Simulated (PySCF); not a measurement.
A structure optimised at PBE-D3(BJ)/def2-TZVP, used in a PySCF frequency run:

```
C
H 1 1.0965
H 1 1.0965 2 110.38
H 1 1.0971 2 108.64 3 -119.03
S 1 1.8223 2 111.51 4 -116.44
H 5 1.3531 1 96.75 2 -61.95
```
Charge 0, spin multiplicity 1.

### Question
Write its SMILES, formula and point group.

### Answer
CS, CH₄S, Cs

### Question
What are its rotational constants (standard atomic weights)?

### Answer
101.61, 12.831, 12.298 GHz
